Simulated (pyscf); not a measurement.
Elementary routes open to H₃Si–PH–SiH₃ + H• in the gas phase (doublet surface):
A. SiH₄ + H₃Si–PH• (P–Si broken; H–Si formed)
B. •H₂Si–PH–SiH₃ + H₂ (H–Si broken; H–H formed)

Optimised with ωB97X-D3(BJ)/def2-SVP in PySCF.

Task: Rank the routes by free-energy barrier at 1200 K, lowest first, for ωB97M-D3(BJ)/def2-TZVP energies (ideal gas, 1 atm, RRHO with modes under 100 cm⁻¹ raised to 100, one conformer, R ln 2 for chiral ones without a mode under 150 cm⁻¹).

Result: B (29.0 kcal/mol), A (32.6 kcal/mol)

Route B is the fastest of these, ahead of the next by 3.6 kcal/mol. The most stable products are those of A (ΔG = -25.6 kcal/mol), whose barrier is 3.6 kcal/mol higher: the kinetic and the thermodynamic product differ. At 298 K B is still the fastest. Only these routes are compared; each barrier is that of the saddle found, and lower ones may exist.
